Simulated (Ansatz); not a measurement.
Relaxation of ClH$_{2}$MgN (5 atoms, charge 0, multiplicity 1), to a largest force component of 0.015 eV/Å in at most 40 steps.

The calculation used Ansatz 0.2.0, RKS PBE-D4/STO-3G.

```xyz
5
Properties=species:S:1:pos:R:3
N -0.973 0.531 -0.297
Mg 0.513 -0.577 0.496
Cl 2.237 -1.884 1.402
H -0.611 1.576 -0.317
H -1.117 0.281 -1.325
```

Q: Where does it end, and by what steps?

A: It converged. Limits of this set-up: minimal basis. After 6 steps the energy has fallen by 0.627 eV; Cl3 moved furthest, 0.27 Å.

```csv
step,energy less start (eV),largest force component (eV/Å),accepted
0,0.0000,2.042,yes
1,-0.5702,0.619,yes
2,-0.6226,0.209,yes
3,-0.6264,0.050,yes
4,-0.6268,0.024,yes
5,-0.6269,0.050,yes
6,-0.6269,0.002,yes
```

```xyz
5
Properties=species:S:1:pos:R:3
N -0.926 0.475 -0.208
Mg 0.540 -0.527 0.412
Cl 2.027 -1.745 1.307
H -0.571 1.484 -0.301
H -1.020 0.239 -1.251
```

Time of the run: 4.3 s on 1 thread of Intel(R) Xeon(R) 6975P-C (Granite Rapids), on a shared host, peak memory 0.13 GiB.
